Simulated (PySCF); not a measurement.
Species: PF₃.
SMILES: `FP(F)F`

The closed-shell ground state was solved at several levels (PySCF, density fitting, gas phase, non-relativistic). Isolated species at its PBE0-D3(BJ)/def2-SVP geometry, gas phase.

| level | basis functions | total energy (Eh) | HOMO (eV) | LUMO (eV) | gap (eV) | dipole (D) |
| --- | --- | --- | --- | --- | --- | --- |
| PBE0/def2-SVPD | 93 | -640.2424 | -9.57 | -0.57 | 9.00 | 1.28 |
| KT2/pcSseg-1 | 75 | -647.5657 | -8.03 | -1.28 | 6.75 | 1.23 |

(1) What might PBE0/pcSseg-1 (75 basis functions) give for the same quantities?

(2) Over all these levels, which gives the widest orbital gap and which the narrowest?

(3) How far do the dipole and the HOMO energy spread over the levels?

Results:

(1) Total energy -640.5200 Eh, HOMO -9.43 eV, LUMO -0.23 eV, gap 9.20 eV, dipole 1.37 D.

(2) PBE0/pcSseg-1 (global hybrid, 25 % exact exchange) has the widest, 9.20 eV, and KT2/pcSseg-1 (GGA) the narrowest, 6.75 eV. The two share the basis. From the narrowest to the widest the HOMO moves by -1.40 eV and the LUMO by +1.05 eV.

(3) The dipole runs from 1.23 to 1.37 D (mean 1.29 D) and the HOMO from -9.57 to -8.03 eV.
